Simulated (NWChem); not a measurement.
Program: NWChem. System: hydrazine (H₄N₂), charge 0, spin multiplicity 1, at a geometry optimised with B3LYP/def2-SVP. Level: MP2/cc-pVDZ, 2 core orbitals frozen.

Input file:

```
start mol
memory heap 200 mb stack 900 mb global 1100 mb
geometry units angstroms nocenter noautoz
  N      0.179310    -0.686455     0.075685
  N     -0.179310     0.686455     0.075685
  H     -0.648234    -1.234971     0.307033
  H      0.510090    -1.012738    -0.836828
  H      0.648234     1.234971     0.307033
  H     -0.510090     1.012738    -0.836828
  symmetry group C2
end
basis spherical
  * library cc-pvdz
end
scf
  rhf
  nopen 0
  maxiter 100
  thresh 1e-7
  semidirect memsize 60000000 filesize 0
end
mp2
  freeze core 2
end
task mp2 energy
```

NWChem printed:

```
             Northwest Computational Chemistry Package (NWChem) 7.3.0
             --------------------------------------------------------

                                NWChem Input Module
                                -------------------

 Scaling coordinates for geometry "geometry" by  1.889725989
 (inverse scale =  0.529177249)

 Turning off AUTOSYM since
 SYMMETRY directive was detected!

                             Geometry "geometry" -> ""
                             -------------------------

 Output coordinates in angstroms (scale by  1.889725989 to convert to a.u.)

  No.       Tag          Charge          X              Y              Z
 ---- ---------------- ---------- -------------- -------------- --------------
    1 N                    7.0000     0.17931000    -0.68645500     0.07568500
    2 N                    7.0000    -0.17931000     0.68645500     0.07568500
    3 H                    1.0000    -0.64823400    -1.23497100     0.30703300
    4 H                    1.0000     0.51009000    -1.01273800    -0.83682800
    5 H                    1.0000     0.64823400     1.23497100     0.30703300
    6 H                    1.0000    -0.51009000     1.01273800    -0.83682800

 Effective nuclear repulsion energy (a.u.)      41.5994372581

            Nuclear Dipole moment (a.u.)
            ----------------------------
        X                 Y               Z
 ---------------- ---------------- ----------------
     0.0000000000    -0.0000000000    -0.0000000000

      Symmetry information
      --------------------

 Group name             C2
 Group number              4
 Group order               2
 No. of unique centers     3

      Symmetry unique atoms

     1    3    4


 Summary of "ao basis" -> "" (spherical)
 ------------------------------------------------------------------------------
       Tag                 Description            Shells   Functions and Types
 ---------------- ------------------------------  ------  ---------------------
 *                          cc-pvdz                   on all atoms

 Summary of "ao basis" -> "ao basis" (spherical)
 ------------------------------------------------------------------------------
       Tag                 Description            Shells   Functions and Types
 ---------------- ------------------------------  ------  ---------------------
 N                          cc-pvdz                  6       14   3s2p1d
 H                          cc-pvdz                  3        5   2s1p

                                 NWChem SCF Module
                                 -----------------

  ao basis        = "ao basis"
  functions       =    48
  atoms           =     6
  closed shells   =     9
  open shells     =     0
  charge          =   0.00
  wavefunction    = RHF
  use symmetry    = T
  symmetry adapt  = T

 Summary of "ao basis" -> "ao basis" (spherical)
 ------------------------------------------------------------------------------
       Tag                 Description            Shells   Functions and Types
 ---------------- ------------------------------  ------  ---------------------
 N                          cc-pvdz                  6       14   3s2p1d
 H                          cc-pvdz                  3        5   2s1p

      Symmetry analysis of basis
      --------------------------

        a          24
        b          24

 Forming initial guess at       0.0s

      Superposition of Atomic Density Guess
      -------------------------------------

 Sum of atomic energies:        -110.59716229

      Non-variational initial energy
      ------------------------------

 Total energy =    -111.521450
 1-e energy   =    -231.408064
 2-e energy   =      78.287177
 HOMO         =      -0.305597
 LUMO         =       0.098983

      Symmetry analysis of molecular orbitals - initial
      -------------------------------------------------

  Numbering of irreducible representations:

     1 a           2 b

  Orbital symmetries:

     1 a           2 b           3 a           4 b           5 a
     6 b           7 a           8 b           9 a          10 a
    11 b          12 a          13 b          14 b          15 b
    16 a          17 a          18 b          19 a

 Starting SCF solution at       0.1s

 ----------------------------------------------
         Quadratically convergent ROHF

 Convergence threshold     :          1.000E-07
 Maximum no. of iterations :          100
 Final Fock-matrix accuracy:          1.000E-09
 ----------------------------------------------

              iter       energy          gnorm     gmax       time
             ----- ------------------- --------- --------- --------
                 1     -111.1587055474  6.35D-01  2.13D-01      0.1
                 2     -111.1833111959  1.86D-01  6.37D-02      0.1
                 3     -111.1857483289  1.04D-02  3.93D-03      0.2
                 4     -111.1857687466  5.48D-05  1.74D-05      0.2
                 5     -111.1857687469  1.92D-09  5.88D-10      0.2

       Final RHF  results
       ------------------

         Total SCF energy =   -111.185768746927
      One-electron energy =   -233.383631689722
      Two-electron energy =     80.598425684650
 Nuclear repulsion energy =     41.599437258144

        Time for solution =      0.1s

       Symmetry analysis of molecular orbitals - final
       -----------------------------------------------

  Numbering of irreducible representations:

     1 a           2 b

  Orbital symmetries:

     1 a           2 b           3 a           4 b           5 a
     6 b           7 a           8 b           9 a          10 a
    11 b          12 a          13 b          14 b          15 a
    16 b          17 a          18 b          19 a

             Final eigenvalues
             -----------------

              1
    1  -15.5645
    2  -15.5640
    3   -1.2471
    4   -0.9966
    5   -0.6646
    6   -0.6543
    7   -0.6003
    8   -0.4030
    9   -0.3990
   10    0.1857
   11    0.2154
   12    0.2617
   13    0.2708
   14    0.4601
   15    0.7568
   16    0.7676
   17    0.8415
   18    0.8555
   19    0.9340

                       ROHF Final Molecular Orbital Analysis
                       -------------------------------------

 Vector    7  Occ=2.000000D+00  E=-6.002927D-01  Symmetry=a
              MO Center= -8.5D-15, -9.6D-15,  1.3D-01, r^2= 1.5D+00
   Bfn.  Coefficient  Atom+Function         Bfn.  Coefficient  Atom+Function
  ----- ------------  ---------------      ----- ------------  ---------------
     5      0.363571  1 N  py                19     -0.363571  2 N  py
    29     -0.252043  3 H  s                 39     -0.252043  5 H  s
     8      0.190244  1 N  py                22     -0.190244  2 N  py

 Vector    8  Occ=2.000000D+00  E=-4.029556D-01  Symmetry=b
              MO Center=  2.5D-17,  9.4D-17,  9.3D-02, r^2= 1.6D+00
   Bfn.  Coefficient  Atom+Function         Bfn.  Coefficient  Atom+Function
  ----- ------------  ---------------      ----- ------------  ---------------
     6      0.344638  1 N  pz                20     -0.344638  2 N  pz
     9      0.270335  1 N  pz                23     -0.270335  2 N  pz
    34     -0.198023  4 H  s                 44      0.198023  6 H  s
     4      0.181494  1 N  px                 7      0.182279  1 N  px
    18      0.181494  2 N  px                21      0.182279  2 N  px

 Vector    9  Occ=2.000000D+00  E=-3.990148D-01  Symmetry=a
              MO Center= -1.5D-14, -3.7D-14,  1.5D-01, r^2= 1.5D+00
   Bfn.  Coefficient  Atom+Function         Bfn.  Coefficient  Atom+Function
  ----- ------------  ---------------      ----- ------------  ---------------
     4      0.352847  1 N  px                18     -0.352847  2 N  px
     7      0.283003  1 N  px                21     -0.283003  2 N  px
     6      0.190188  1 N  pz                20      0.190188  2 N  pz
     9      0.182237  1 N  pz                23      0.182237  2 N  pz
     3      0.168284  1 N  s                 17      0.168284  2 N  s

 Vector   10  Occ=0.000000D+00  E= 1.856808D-01  Symmetry=a
              MO Center=  7.3D-16, -3.0D-16, -7.3D-01, r^2= 4.3D+00
   Bfn.  Coefficient  Atom+Function         Bfn.  Coefficient  Atom+Function
  ----- ------------  ---------------      ----- ------------  ---------------
     3      0.918395  1 N  s                 17      0.918395  2 N  s
    35     -0.825732  4 H  s                 45     -0.825732  6 H  s
    30     -0.447296  3 H  s                 40     -0.447296  5 H  s
     8     -0.237993  1 N  py                22      0.237993  2 N  py
     9     -0.229438  1 N  pz                23     -0.229438  2 N  pz

 Vector   11  Occ=0.000000D+00  E= 2.153894D-01  Symmetry=b
              MO Center= -9.2D-17,  5.7D-16, -1.5D-01, r^2= 5.5D+00
   Bfn.  Coefficient  Atom+Function         Bfn.  Coefficient  Atom+Function
  ----- ------------  ---------------      ----- ------------  ---------------
     3      0.977617  1 N  s                 17     -0.977617  2 N  s
    30     -0.899294  3 H  s                 40      0.899294  5 H  s
    35     -0.669769  4 H  s                 45      0.669769  6 H  s
     7     -0.213754  1 N  px                21     -0.213754  2 N  px
     8     -0.163795  1 N  py                22     -0.163795  2 N  py

 Vector   12  Occ=0.000000D+00  E= 2.616506D-01  Symmetry=a
              MO Center=  6.1D-15,  3.6D-15, -5.0D-02, r^2= 5.4D+00
   Bfn.  Coefficient  Atom+Function         Bfn.  Coefficient  Atom+Function
  ----- ------------  ---------------      ----- ------------  ---------------
    30      1.190551  3 H  s                 40      1.190551  5 H  s
    35     -0.853231  4 H  s                 45     -0.853231  6 H  s
     7      0.489580  1 N  px                21     -0.489580  2 N  px
     9     -0.365522  1 N  pz                23     -0.365522  2 N  pz
     3     -0.223787  1 N  s                 17     -0.223787  2 N  s

 center of mass
 --------------
 x =   0.00000000 y =   0.00000000 z =   0.06203819

 moments of inertia (a.u.)
 ------------------
          71.656982620105          10.266300327085          -0.000000000000
          10.266300327085          14.281879807612           0.000000000000
          -0.000000000000           0.000000000000          73.601319435728

  Mulliken analysis of the total density
  --------------------------------------

    Atom       Charge   Shell Charges
 -----------   ------   -------------------------------------------------------
    1 N    7     7.21   2.00  0.75  0.66  2.33  1.42  0.04
    2 N    7     7.21   2.00  0.75  0.66  2.33  1.42  0.04
    3 H    1     0.89   0.73  0.10  0.05
    4 H    1     0.91   0.73  0.12  0.05
    5 H    1     0.89   0.73  0.10  0.05
    6 H    1     0.91   0.73  0.12  0.05

       Multipole analysis of the density wrt the origin
       ------------------------------------------------

     L   x y z        total         open         nuclear
     -   - - -        -----         ----         -------
     0   0 0 0     -0.000000      0.000000     18.000000

     1   1 0 0      0.000000      0.000000      0.000000
     1   0 1 0      0.000000      0.000000     -0.000000
     1   0 0 1     -0.803299      0.000000     -0.000000

     2   2 0 0     -9.865853      0.000000      6.466938
     2   1 1 0      1.775740      0.000000     -4.125687
     2   1 0 1     -0.000000      0.000000      0.000000
     2   0 2 0     -8.303959      0.000000     41.776702
     2   0 1 1      0.000000      0.000000      0.000000
     2   0 0 2     -9.429964      0.000000      5.961163

                   NWChem MP2 Semi-direct Energy/Gradient Module
                   ---------------------------------------------

  Basis functions       =     48
  Molecular orbitals    =     48
  Frozen core           =      2
  Frozen virtuals       =      0
  Active alpha occupied =      7
  Active beta occupied  =      7
  Active alpha virtual  =     39
  Active beta virtual   =     39
  Use MO symmetry       = T
  Use skeleton AO sym   = T

  AO/Fock/Back tols     =   1.0D-09  1.0D-09  1.0D-09

 GA uses MA = F    GA memory limited = T

 Available:
  local mem=  1.26D+08
 global mem=  1.44D+08
 local disk=  0.00D+00
  mp2_memr nvloc                    39
  nvloc new                    39
   1 passes of   7:        2097152                      11661                   1095568.
   1 passes of   7: M    126153492           G      144174592           F     124056340.

 Semi-direct pass number   1 of   1  for RHF alpha+beta  at        0.2s
  vrange nnbf                  1176
  mp2_eaftype                    10  avail_ma_in_mb                  1099
 EAF : mp2_eaftype filesize          10     547784.
  mp2_eaf for mointskh                     10
Node 0 wrote      2.6 Mb in      0.0 s     Agg I/O rate:  1453.1 Mb/s
 Done moints_semi at        0.5s
  mp2_eaftype                    10  avail_ma_in_mb                  1089
 EAF : mp2_eaftype filesize          10     547784.
  mp2_eaf for kh                    10
 Done maket at        0.5s
 Done multipass loop at        0.5s

          -------------------------------------------
          SCF energy                -111.185768746927
          Correlation energy          -0.350473401809
          Singlet pairs               -0.224020259941
          Triplet pairs               -0.126453141868
          Total MP2 energy          -111.536242148736
          -------------------------------------------

          ---------------------------------------------------
                    Spin Component Scaled (SCS) MP2
          Same spin pairs                     -0.084302094579
          Same spin scaling factor             0.333333333333
          Opposite spin pairs                 -0.266171307230
          Opposite spin scaling fact.          1.200000000000
          SCS-MP2 correlation energy          -0.347506266869
          Total SCS-MP2 energy              -111.533275013796
          ---------------------------------------------------

 -----------------------
 Performance information
 -----------------------

 Timer overhead =  1.02D-07 seconds/call

               Nr. of calls         CPU time (s)                 Wall time (s)                GFlops
             ---------------    -------------------     ------------------------------   -------------------
Name         Min   Avg   Max    Min     Avg     Max     Min     Avg     Max   Mx/calls   Min     Max     Sum
mp2: moin     1     1     1   0.26    0.26    0.26     0.26    0.26    0.26    0.26      0.0     0.0     0.0
mp2: make     1     1     1   1.43E-2 1.43E-2 1.43E-2  1.43E-2 1.43E-2 1.43E-2 1.43E-2   0.0     0.0     0.0
mp2: tota     1     1     1   0.29    0.29    0.29     0.29    0.29    0.29    0.29      0.0     0.0     0.0

 The average no. of pstat calls per process was 3.00D+00
 with a timing overhead of 3.06D-07s

 Task  times  cpu:        0.5s     wall:        0.5s

 Total times  cpu:        0.5s     wall:        0.5s
```
